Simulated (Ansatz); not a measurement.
Relaxation of C2H6OS (10 atoms, charge 0, multiplicity 1), to a largest force component of 0.015 eV/Å in at most 40 steps.

These are results of Ansatz, RKS PBE/def2-SVP, not measurements.

```xyz
10
Properties=species:S:1:pos:R:3:forces:R:3
O -1.468 0.290 -0.773 0.61 -0.86 0.22
C -0.419 0.555 0.181 -2.16 1.06 -0.89
C 0.271 -0.706 0.492 2.11 -0.25 1.26
S 1.356 -1.285 -0.846 0.54 0.15 -0.57
H -1.865 1.128 -1.019 -0.21 0.65 -0.15
H -0.918 0.968 1.084 0.31 0.04 0.46
H 0.242 1.352 -0.223 0.44 -0.08 0.15
H -0.389 -1.523 0.758 -0.75 -0.33 0.15
H 0.966 -0.570 1.385 -0.68 0.10 -0.49
H 0.837 -2.517 -0.933 -0.20 -0.48 -0.15
```

Problem. Where does it end, and by what steps?

Solution. It converged. After 12 steps the energy has fallen by 0.333 eV; H10 moved furthest, 1.19 Å.

```tsv
step	energy less start (eV)	largest force component (eV/Å)	accepted
0	0.0000	2.159	yes
1	-0.1558	0.967	yes
2	-0.1920	0.718	yes
3	-0.2342	0.371	yes
4	-0.2717	0.289	yes
5	-0.3031	0.353	yes
6	-0.3212	0.188	yes
7	-0.3296	0.076	yes
8	-0.3327	0.068	yes
9	-0.3306	0.392	no
10	-0.3332	0.031	yes
11	-0.3334	0.018	yes
12	-0.3334	0.005	yes
```

```xyz
10
Properties=species:S:1:pos:R:3
O -1.364 0.011 -0.786
C -0.430 0.472 0.178
C 0.355 -0.727 0.689
S 1.359 -1.534 -0.620
H -1.694 0.783 -1.277
H -0.943 0.956 1.048
H 0.283 1.215 -0.251
H -0.338 -1.467 1.141
H 1.070 -0.409 1.474
H 0.313 -1.608 -1.491
```

Run time: 39 s on 1 thread of Arm Neoverse V1 (shared host), peak memory 0.12 GiB.
